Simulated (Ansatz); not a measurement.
Results of PBE (plane waves, PAW; Ansatz, an electronic-structure program) for fcc Au.

Numerical settings: plane-wave cutoff 520 eV, 24×24×24 k mesh, Fermi–Dirac smearing 0.05 eV, scalar-relativistic PAW data made under PBE.

Equation-of-state points:

```json
[
 {"V (Å³/atom)": "16.883", "E − E_lowest (meV/atom)": "33.17"},
 {"V (Å³/atom)": "17.242", "E − E_lowest (meV/atom)": "14.19"},
 {"V (Å³/atom)": "17.601", "E − E_lowest (meV/atom)": "3.49"},
 {"V (Å³/atom)": "17.960", "E − E_lowest (meV/atom)": "0.00"},
 {"V (Å³/atom)": "18.319", "E − E_lowest (meV/atom)": "2.79"},
 {"V (Å³/atom)": "18.679", "E − E_lowest (meV/atom)": "11.06"},
 {"V (Å³/atom)": "19.038", "E − E_lowest (meV/atom)": "24.09"}
]
```

Question: Fit the third-order Birch–Murnaghan equation and give B0 and B′.

Answer: V0 = 17.972 Å³/atom, B0 = 139 GPa, B′ = 5.9 (fit to the energies at full precision).

Measured, for comparison: bulk modulus 182 GPa (0 K value with the zero-point phonon effect removed, our sources range from 175 to 182; as tabulated in Mejia-Rodriguez and Trickey (2018), arXiv:1807.09216); equilibrium volume per atom 16.76 Å³/atom (static lattice: zero-point anharmonic expansion removed; as tabulated in Mejia-Rodriguez and Trickey (2018), arXiv:1807.09216). Computed (rounded) less measured: bulk modulus -24 % (-21 % to -24 % over the range), equilibrium volume per atom +7.2 %.

Spin–orbit coupling is not included; it can shift volumes and moduli of such heavy elements.

Computed values are for the static lattice.

Computing time: about 60 core-seconds (a rough figure).
